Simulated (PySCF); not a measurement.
Ionisation of allyl methyl ether

System: allyl methyl ether, `C=CCOC` (C4H8O). Non-hydrogen atoms are numbered in `[CH2:1]=[CH:2][CH2:3][O:4][CH3:5]`.

Level of theory: ωB97X-D3(BJ)/ma-def2-TZVP single points in PySCF, grid level 2; every species was optimised with PBE0-D3(BJ)/def2-SVP. Thermal corrections: PBE0-D3(BJ)/def2-SVP frequencies, unscaled, ideal gas at 298.15 K and 1 bar, quasi-RRHO entropy.

Frontier levels of the parent: HOMO -10.04 eV, LUMO 1.14 eV.

Oxidation to the radical cation:
* Vertical ionisation energy (electronic): 9.92 eV
* Adiabatic ionisation energy (with zero-point energy): 9.37 eV
* Adiabatic, electronic part: 9.50 eV
* Vertical gap at the product's structure: 9.06 eV
* Inner reorganisation energy (four-point): 857 meV
* Relaxation of product / of parent: 417 / 440 meV
* ⟨S²⟩ of the product: 0.764
* Largest spin populations: C1 0.41, O4 0.25, H (on C3) 0.13, C2 0.11
* Largest changes of atomic charge: C1 0.18, O4 0.16, C2 0.12, H (on C3) 0.10
* Distances that move most (Å): C3–O4 1.401 → 1.351; C2–C3 1.500 → 1.462; C3–H 1.103 → 1.136; C1–C2 1.333 → 1.365
* Potential in DMF: 6.98 V absolute, 2.44 V against Fc+/Fc computed at 4.54 V (solvation -14 → -241 kJ/mol)

Solvents are IEF-PCM continua (electrostatics only, gas-phase structures); absolute potentials refer to an electron at rest in vacuum. Fc+/Fc in DMF, 4.54 V, is ωB97X-D3(BJ)/ma-def2-TZVP on PBE0-D3(BJ)/def2-SVP structures with GFN2-xTB thermal terms. Benchmark calculations put it near 5.0 V in acetonitrile and DMSO, so it is about 0.5 V low, and the value against it can read up to that much too high.

Measured values (NIST Chemistry WebBook, evaluated or the median of agreeing entries): vertical ionisation energy 9.84 eV (computed 9.92, difference 0.08).

Hardware: 1 thread of Arm Neoverse N1, shared with other jobs. Command: `OMP_NUM_THREADS=1 python redox_run.py task.json out`. Structures, frequencies and single points: 20 min.
